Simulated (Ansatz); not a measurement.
# AlF3: basis-set convergence

How large a basis does AlF3 need? Two functionals and correlated methods are run in growing sets.

The runs use Ansatz 0.2.0, Gaussian basis; one geometry, several basis sets.

Plan: PBE0-D4/def2-SVP; ωB97M-V/def2-SVP; PBE0-D4/def2-QZVPP; ωB97M-V/def2-QZVPP; CCSD(T)/cc-pV(D+d)Z; CCSD(T)/cc-pV(T+d)Z; CCSD(T)/cc-pV(Q+d)Z; the functionals' def2-TZVPP values are taken from earlier runs.

## Step 1: Structure used throughout

All runs share one geometry, relaxed beforehand with PBE0-D4 in a triple-zeta def2 set.

4 atoms, charge 0, spin multiplicity 1.

Atoms are counted from 1 here; the program's logs count them from 0.

Bond lengths: Al1–F2 1.629 Å, Al1–F3 1.629 Å, Al1–F4 1.629 Å. Angles: F2–Al1–F3 120.0°, F2–Al1–F4 120.0°, F3–Al1–F4 120.0°.

## Step 2: PBE0-D4 in def2-SVP

in.yaml

```yaml
crystal:
  periodic: [false, false, false]
  atoms:
    - {symbol: Al, position_ang: [0.000000, -0.000011, 0.000000]}
    - {symbol: F, position_ang: [0.000000, 1.628953, -0.000000]}
    - {symbol: F, position_ang: [1.410735, -0.814471, -0.000000]}
    - {symbol: F, position_ang: [-1.410735, -0.814471, -0.000000]}
basis:
  gaussian: {orbitals: def2-SVP}
hamiltonian: {xc: pbe0, dispersion: d4}
output: {orbitals: {seedname: orbitals}}
```

Launch:

```sh
$ ansatz run in.yaml --threads 2 --pin off --events-out ev --progress --plain --max-ram 22528MiB --backend cpu
```

The runs that follow: ωB97M-V in def2-SVP; PBE0-D4 in def2-QZVPP; ωB97M-V in def2-QZVPP; CCSD(T) in cc-pV(D+d)Z; CCSD(T) in cc-pV(T+d)Z; CCSD(T) in cc-pV(Q+d)Z.

Before running them: what should the planned runs give, taken together? Wanted: MP2 correlation recovered, cc-pV(D+d)Z; MP2 correlation recovered, cc-pV(T+d)Z; MP2 correlation recovered, cc-pV(Q+d)Z; CCSD(T) limit from def2 sets; PBE0-D4: double and triple zeta above quadruple; ωB97M-V: double and triple zeta above quadruple.

**Answer**, as computed:

| quantity | value |
| --- | --- |
| MP2 correlation recovered, cc-pV(D+d)Z | 64.7 % |
| MP2 correlation recovered, cc-pV(T+d)Z | 86.3 % |
| MP2 correlation recovered, cc-pV(Q+d)Z | 94.3 % |
| CCSD(T) limit from def2 sets (earlier runs) less the limit of this series | 49 meV |
| PBE0-D4: double and triple zeta above quadruple | 13.64, 0.72 eV |
| ωB97M-V: double and triple zeta above quadruple | 13.76, 0.67 eV |

What this shows: PBE0-D4 gains 12.92 eV from double to triple zeta, then 0.72 eV more. In cc-pV(D+d)Z MP2 holds 65 % of its limit, in cc-pV(Q+d)Z 94 %, while Hartree-Fock is within 0.286 eV in the largest set. A limit from the def2 sets, made apart, differs by 49 meV, a least measure of the doubt on such a limit. Total energies overstate the basis error of differences, where much of it tends to cancel.
